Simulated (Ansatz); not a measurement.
A made-up structure of CH₄B₂, closed shell:

| atom | x (Å) | y (Å) | z (Å) |
| --- | --- | --- | --- |
| B1 | -0.8749 | 0.0467 | -0.0013 |
| C2 | 0.2091 | -0.1487 | -0.9178 |
| B3 | 0.7881 | 0.0149 | 0.3827 |
| H4 | 1.7625 | -0.5916 | 0.4540 |
| H5 | 0.4444 | -0.3160 | -1.9514 |
| H6 | -0.2671 | 0.1902 | 1.1729 |
| H7 | 1.7357 | 0.0704 | 1.0927 |

It is relaxed with PBE-D4/def2-SVP and then PBE0-D4/def2-TZVP (Ansatz 0.2.0). Atoms count as bonded within 1.22 times the sum of their covalent radii (H–H: 0.88 Å). The end point is not checked to be a true minimum.

(1) Does its bonding change? (Judge from chemistry; the calculation decides.)

Answers

(1) Computed: Yes. Formed: B1–H7; broken: B3–H6.

Where it ends: The first stage lowers the energy by 4.94 eV in 14 steps. It ends as CH₄B₂ ([H]1[BH]2[CH][BH]12):
B1  (-0.189, 0.133, 0.452)
C2  (0.244, -0.237, -0.862)
B3  (1.398, -0.288, -0.014)
H4  (2.556, -0.488, 0.146)
H5  (-0.092, -0.386, -1.871)
H6  (-1.043, 0.468, 1.204)
H7  (0.924, 0.064, 1.177)
(Å)

Labels in which every atom is bracketed show which atoms are joined, not bond orders.

For scale, one of the runs: PBE0-D4/def2-TZVP relaxation, 117 basis functions, launched by `ansatz run in.yaml --threads 2 --pin off --events-out ev --progress --plain --max-ram 4352MiB`. Hardware: 2 CPU threads of an Arm Neoverse V2, shared host. Wall time about 8 s.
